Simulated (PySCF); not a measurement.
CH2Cl2.
Z-matrix (Å and degrees, PBE0-D3(BJ)/def2-TZVP geometry), rows numbered from 1:
```
Cl
C   1  1.7624
Cl  2  1.7613  1  112.93
H   2  1.0856  1  108.11  3   119.69
H   2  1.0857  1  108.09  3  -119.61
```

Method: PySCF, TDDFT CAM-B3LYP/aug-cc-pVTZ, vertical, gas phase, core orbitals frozen in the response. Geometry: PBE0-D3(BJ)/def2-TZVP; no solvent, vibrations or thermal averaging.

| state | E (eV) | E (hartree) | f | \|μ\| (D) | symmetry | main configurations (H = HOMO, L = LUMO) |
| --- | --- | --- | --- | --- | --- | --- |
| S1 | 6.91 | 0.2539 | 0.0003 | 0.11 | – | H→L+1 (44%), H→L (34%), H→L+4 (14%) |
| S2 | 7.17 | 0.2633 | 0.011 | 0.65 | B1 or B2 | H-1→L+1 (38%), H-1→L (36%), H-1→L+4 (16%) |
| S3 | 7.44 | 0.2734 | 0.0000 | 0.00 | – | H-2→L+1 (39%), H-2→L (18%), H→L+3 (15%) |
| S4 | 7.61 | 0.2796 | 0.0053 | 0.43 | A1 | H-3→L+1 (38%), H-3→L (27%), H-3→L+4 (11%) |
| S5 | 7.74 | 0.2844 | 0.031 | 1.02 | B1 or B2 | H→L (53%), H→L+1 (32%) |
| S6 | 7.96 | 0.2926 | 0.050 | 1.29 | B1 or B2 | H-1→L (49%), H-1→L+1 (35%), H-3→L+3 (9%) |
| S7 | 8.06 | 0.2961 | 0.0000 | 0.01 | – | H→L+3 (49%), H-2→L (37%) |
| S8 | 8.18 | 0.3007 | 0.014 | 0.66 | A1 | H-1→L+3 (50%), H-3→L (35%) |
| S9 | 8.57 | 0.3150 | 0.028 | 0.93 | A1 | H→L+2 (88%) |
| S10 | 8.62 | 0.3169 | 0.0000 | 0.01 | – | H-2→L+1 (45%), H-2→L (22%), H→L+5 (9%) |

Triplets (Tamm–Dancoff): T1 6.32 eV, H→L+1 (42%), H→L (25%), H→L+4 (16%); T2 6.41 eV, H-1→L+1 (46%), H-1→L (22%), H-1→L+4 (17%); T3 6.70 eV, H-2→L+1 (33%), H-2→L (14%), H→L+3 (14%); T4 6.84 eV, H-3→L+1 (38%), H-3→L (18%), H-3→L+4 (14%).

The lowest singlet comes at 179 nm (667 kJ/mol) in the vacuum ultraviolet; it is dark (f under 0.0005); its leading configuration is HOMO→LUMO+1 (44%). The strongest level in the table is S6 at 7.96 eV (156 nm, f = 0.050). Löwdin shares by element: HOMO chlorine 72%, carbon 21%; LUMO hydrogen 76%, carbon 10%, chlorine 7% or more. Weighted by f, the mean energy of these states is 7.98 eV. Orbital energies (eV): HOMO-3 -10.89, HOMO-2 -10.86, HOMO-1 -10.32, HOMO -10.17, LUMO 0.14, LUMO+1 0.70, LUMO+2 0.76. The listed states span 1.71 eV, and the widest gap between neighbours is 0.39 eV (S8 to S9). Symmetry labels in C2v follow from the direction of the transition dipole and are given only for states with f of 0.002 or more; B1 and B2 swap with the choice of axes. Singlets were solved by full linear response, triplets in the Tamm–Dancoff approximation.
